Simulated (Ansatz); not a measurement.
# AlClH4: the cost of one run

All numbers below are computed with Ansatz 0.2.0 (RKS BHLYP-D4/def2-SVP).

### Step 1. Starting point

Bond lengths: Al1–H3 1.560 Å, Al1–H4 1.560 Å, Al1–Cl5 2.530 Å. Angles: H3–Al1–H4 120.0°, H3–Al1–Cl5 97.0°, H4–Al1–Cl5 101.2°.

Coordinates:

```xyz
6

Al    0.0000    0.0000    0.0000
H     0.0000    0.0000    1.9100
H     1.3510    0.0000   -0.7800
H    -1.3510    0.0000   -0.7800
Cl    0.1058   -2.3986    0.7978
H     0.0433   -0.9822    1.9502
```

### Step 2. Pulling towards end A

Springs on the bonds that form and break draw the guess towards this end; the thresholds are loose.

Input file input.yaml:

```yaml
crystal:
  periodic: [false, false, false]
  atoms:
    - { symbol: Al, position_ang: [0.0, 0.0, 0.0] }
    - { symbol: H, position_ang: [0.0, 0.0, 1.91] }
    - { symbol: H, position_ang: [1.351, 0.0, -0.78] }
    - { symbol: H, position_ang: [-1.351, 0.0, -0.78] }
    - { symbol: Cl, position_ang: [0.1058, -2.3986, 0.7978] }
    - { symbol: H, position_ang: [0.0433, -0.9822, 1.9502] }
basis:
  gaussian: { orbitals: def2-SVP }
hamiltonian:
  xc: { name: BHLYP }
  dispersion: d4
relax:
  f_tol: 0.15
  max_steps: 25
  restrain:
    - { distance: [0, 4], at: 3.43, k: 30.0 }
    - { distance: [5, 1], at: 1.86, k: 30.0 }
    - { distance: [0, 1], at: 1.56, k: 30.0 }
    - { distance: [5, 4], at: 1.37, k: 30.0 }
```

Launch:

```bash
> ansatz run input.yaml --threads 1 --pin off --max-ram 2048MiB --backend cpu --events-out ev --progress --plain --runs-dir out
```

Q: Estimate wall time and peak memory on 1 thread of Arm Neoverse V1, shared host.

About 13 s, with a peak of 0.11 GiB.
